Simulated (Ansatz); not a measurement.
Computed with Ansatz on PBE0-D4/def2-TZVP structures; ΔE is electronic, products minus reactants. CCSD(T)/CBS adds triple-zeta CCSD(T) − MP2 to the extrapolated MP2 energy (def2 sets, frozen cores). This one scheme is used for every species, atoms too. DFT in def2-TZVPP. No spin–orbit coupling; open shells (•) take unrestricted orbitals. Spin–orbit coupling would lower the free atoms: a little for Cl. One conformer a species, not always the lowest.

Consider the hydrogen abstraction from the O–H bond: `C=CCO` + Cl• → `C=CC[O]`• + HCl.

`C=CCO`:

```xyz
10

C     0.346   -1.439   -0.472
C    -0.315   -0.290   -0.498
C    -0.357    0.675    0.639
O     0.113    1.957    0.267
H     0.896   -1.753    0.410
H     0.356   -2.113   -1.322
H    -0.854    0.011   -1.393
H     0.205    0.272    1.493
H    -1.389    0.829    0.968
H     0.998    1.850   -0.093
```

`C=CC[O]`•:

Z-matrix (Å, degrees):
```
C
C 1 1.497
O 1 1.356 2 115.4
H 1 1.104 2 111.9 3 129.7
H 1 1.114 2 109.4 3 -115.6
C 2 1.324 1 123.3 3 -134.1
H 2 1.087 1 115.6 3 45.4
H 6 1.086 2 121.3 1 0.4
H 6 1.084 2 121.8 1 -179.7
```

HCl:

```xyz
2

Cl    0.285    0.552    0.153
H    -0.285   -0.552   -0.153
```

```json
{"species": "`C=CCO`", "r2SCANh energy (Eh)": "-193.07377"}
{"species": "Cl•", "r2SCANh energy (Eh)": "-460.11665"}
{"species": "`C=CC[O]`•", "r2SCANh energy (Eh)": "-192.40451"}
{"species": "HCl", "r2SCANh energy (Eh)": "-460.78455"}
```

Work out ΔE.

ΔE = (-192.40451) + (-460.78455) − (-193.07377) − (-460.11665) = 0.00136 Eh = +3.6 kJ/mol. CCSD(T)/CBS gives +30.3 kJ/mol.

Largest T1 diagnostic among the species: 0.020.

In def2-TZVPP, CCSD(T) changes the Hartree–Fock value by +21.8 kJ/mol (the triples alone add −0.2 kJ/mol) and MP2 by +42.9 kJ/mol. From PBE to PBE0 (25 % exact exchange), in def2-TZVPP and without D4, ΔE moves by +7.3 kJ/mol.
